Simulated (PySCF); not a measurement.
**SiP and its ions**

ROHF-MP2; basis Si x2c-SVPall, P x2c-SVPall; spin-free X2C with a Gaussian nucleus; PySCF 2.14. Neutral (ROHF): doublet (π ↑), Re = 2.084 Å, ωe = 635 cm⁻¹, De = 2.88 eV.

SiP⁺ (UHF): triplet (π ↑↑), Re = 2.218 Å, ωe = 527 cm⁻¹, De = 2.16 eV to Si⁺ + P. The energies at the minima are -630.96115 hartree for SiP and -630.64640 for SiP⁺.

**Question.** Work out the adiabatic ionisation energy, without and with harmonic zero-point energies (1 hartree = 27.2114 eV, 1 eV = 8065.5 cm⁻¹), and the change of the bond length.

**Answer.** At MP2: 0.31475 hartree = 8.565 eV between the minima; the zero-point term (527.0 − 635.0)/2 cm⁻¹ = -0.007 eV makes it 8.558 eV. Re changes by +13.4 pm against the neutral. The electron leaves a π orbital, and the longer bond of the ion fits a bonding orbital, or a change in how ionic the bond is.

Correlated steps freeze 10 core orbitals. UHF and ROHF references stand side by side, which adds small steps between rows. Correlated levels converge slowly with the basis: in double zeta they bind strong bonds too weakly, by up to about 1 eV, and carry superposition errors of some tenths. For an ion De counts to the pair picked by the measured ionisation energies or electron affinities, which need not be the lowest pair at this level. States were picked by a PBE0 search and need not be the measured ground states.

Neutral and ion stand on different kinds of reference determinant, which adds to the error of the difference.
